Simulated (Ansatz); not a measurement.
**C2H8Si (built from SMILES C[Si]C.[H][H]): a short trajectory**

The task is to watch the atoms for 40 steps of 1.0 fs, started with velocities for 300 K and run with a Nosé-Hoover thermostat, and see to which side of the barrier the system falls.

Computed with Ansatz 0.2.0, Gaussian basis. Level: r2SCAN-D4/def2-SVP.

## 1. Where the work starts

The start, a first-order saddle point found at PBE0-D4 in triple zeta: 11 atoms, charge 0, spin multiplicity 1.

Atoms are counted from 1 here; the program's logs count them from 0.

Bond lengths: Si1–C2 1.895 Å, Si1–C3 1.895 Å, Si1–H4 1.546 Å, Si1–H5 1.698 Å, C2–H6 1.093 Å, C2–H7 1.093 Å, C2–H8 1.091 Å, C3–H9 1.091 Å, C3–H10 1.093 Å, C3–H11 1.093 Å. Angles: C2–Si1–C3 112.4°, C2–Si1–H4 109.9°, C2–Si1–H5 90.2°, C3–Si1–H4 109.9°, C3–Si1–H5 90.3°, H4–Si1–H5 37.3°, Si1–C2–H6 108.9°, Si1–C2–H7 109.9°, Si1–C2–H8 113.8°, H6–C2–H7 106.9°, H6–C2–H8 108.2°, H7–C2–H8 108.9°, Si1–C3–H9 113.8°, Si1–C3–H10 108.9°, Si1–C3–H11 109.9°, H9–C3–H10 108.2°, H9–C3–H11 108.8°, H10–C3–H11 106.9°.

Coordinates:

| atom | x (Å) | y (Å) | z (Å) |
| --- | --- | --- | --- |
| Si1 | 0.01033 | 0.34978 | -0.75080 |
| C2 | 1.30865 | 0.76231 | 0.56590 |
| C3 | -0.83847 | -1.31368 | -0.43120 |
| H4 | -1.04627 | 1.47579 | -0.81811 |
| H5 | -1.17965 | 1.14189 | 0.16542 |
| H6 | 2.27978 | 0.38502 | 0.23532 |
| H7 | 1.40529 | 1.84617 | 0.66584 |
| H8 | 1.09267 | 0.33577 | 1.54652 |
| H9 | -0.89250 | -1.58517 | 0.62406 |
| H10 | -0.28995 | -2.09820 | -0.95881 |
| H11 | -1.84989 | -1.29957 | -0.84413 |

## 2. The run

Contents of md/in.yaml:

```yaml
crystal:
  periodic: [false, false, false]
  atoms:
    - {symbol: Si, position_ang: [0.010328, 0.349784, -0.750803]}
    - {symbol: C, position_ang: [1.308650, 0.762312, 0.565901]}
    - {symbol: C, position_ang: [-0.838470, -1.313684, -0.431201]}
    - {symbol: H, position_ang: [-1.046266, 1.475790, -0.818112]}
    - {symbol: H, position_ang: [-1.179648, 1.141890, 0.165423]}
    - {symbol: H, position_ang: [2.279780, 0.385016, 0.235320]}
    - {symbol: H, position_ang: [1.405293, 1.846171, 0.665836]}
    - {symbol: H, position_ang: [1.092674, 0.335769, 1.546515]}
    - {symbol: H, position_ang: [-0.892501, -1.585174, 0.624058]}
    - {symbol: H, position_ang: [-0.289951, -2.098203, -0.958810]}
    - {symbol: H, position_ang: [-1.849887, -1.299572, -0.844127]}
basis:
  gaussian: {orbitals: def2-SVP}
hamiltonian: {xc: r2scan, dispersion: d4}
md: {n_steps: 40, timestep: 1.0, temperature: 300, ensemble: nvt_nose_hoover, seed: 513, initial_velocities: maxwell_boltzmann}
```

Command:

```bash
$ ansatz run in.yaml --threads 2 --pin off --events-out ev --progress --plain --max-ram 4352MiB
```

Before running it: what results should come out? Wanted: temperature at the start; mean temperature, second half; lowest and highest potential energy, from the first frame; largest change of potential + kinetic; bonds lost by distance.

**Answer**, as computed:

```
                                                 quantity              value
                                                   length  40 steps, 40.0 fs
                                 temperature at the start              300 K
                            mean temperature, second half              229 K
lowest and highest potential energy, from the first frame      0 and 195 meV
                    largest change of potential + kinetic           22.7 meV
                                   bonds lost by distance     Si1–H4, Si1–H5
```

By the last frame it has moved back towards the start side of the step. The thermostat trades energy with the molecule, so the sum of potential and kinetic energy isn't conserved: it changes by +23 meV over the run. The mean temperature of the second half is still well below the 300 K set. The temperature runs between 141 and 300 K.
